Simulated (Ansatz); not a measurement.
We consider fcc Rh, described by r²SCAN in Ansatz (PAW).

From the output:

```
WARN output.stress: scf.convergence.dr2_threshold = 1e-9 eV is looser than the 1e-10 eV advised for a printed stress (1e-10 eV for each atom of the cell: 1)
Crystal: 1 atoms, lattice volume = 13.718 Å³
Basis set: ecut = 560 eV, 411 PW (Γ), exchange–correlation on 72×72×72 points (27 copies of the dense FFT grid, shifted against one another)
Bands: 13, of which v1, the nominal top of the filled ones, is band 9 counted from 1 (8 counted from 0)
Symmetry: 48 space group operations
Space group: Fm-3m (ITA 225), of the structure as read, at distance tolerance 2.4e-5 Å
k-points: 413 of 13824
Functional: x = r2scan, c = r2scan; τ floored in thin density (d = 2e-4 eV/Å³)
SCF iter   1: F=—  HF=-6415.267284 eV  |F-HF|=—  |Δ(HF+E_count)|=         —  Δρ=1.03e-2  dr2=3.90e-3  dr2_τ=9.50e-3
SCF iter   2: F=—  HF=-6415.278474 eV  |F-HF|=—  |Δ(HF+E_count)|=   1.12e-2  Δρ=5.56e-3  dr2=1.25e-3  dr2_τ=1.86e-4
  ...
SCF iter   6: F=—  HF=-6415.278795 eV  |F-HF|=—  |Δ(HF+E_count)|=   5.92e-7  Δρ=1.09e-5  dr2=3.46e-9  dr2_τ=6.34e-9
SCF iter   7: F=-6415.278795 eV  HF=-6415.278795 eV  |F-HF|=2.56e-10  |Δ(HF+E_count)|=   2.54e-9  Δρ=1.97e-6  dr2=1.65e-10  dr2_τ=8.03e-11
SCF 1 converged in 7 iterations: F = -6415.278795 eV  dr2 = 1.65e-10
SCF converged after 7 iterations
Free energy (F): -6415.278795 eV
Internal energy: -6415.268961 eV  (E = F + TS)
E sigma→0 (E₀):  -6415.273878 eV
Fermi energy:    22.265702 eV
--- Stress (GPa, compression-positive) ---
       -0.000119       0.000000      -0.000000
       -0.000000      -0.000119       0.000000
        0.000000      -0.000000      -0.000119
  P = ⅓ Tr σ = -0.0001 GPa (-0.001 kbar)
```

Q: Write an input file that could have produced this run (the log leaves some choices open).

A: This is not unique; one that fits is 
Ansatz 0.2 input:
```yaml
crystal:
  lattice:
    - [0.0, 1.8999883675, 1.8999883675]
    - [1.8999883675, 0.0, 1.8999883675]
    - [1.8999883675, 1.8999883675, 0.0]
  atoms:
    - { symbol: Rh, position: [0.0, 0.0, 0.0] }
basis:
  ecutwfc: 560
  ecutrho_ratio: 4
  xc_grid: 3
kpoints:
  mp_grid: { grid: [24, 24, 24] }
hamiltonian:
  xc: r2scan
  dispersion: none
  pseudopotentials: { kind: paw }
scf:
  occupations: { method: fermi_dirac, width: 0.05 }
  convergence: { dr2_threshold: 0.000000001 }
output:
  forces: false
  stress: true
  eigenvalues: true
```

The PAW data were made under PBE.

It cost about 10 core-seconds (a rough figure) of CPU time.

Ansatz is an electronic-structure program.
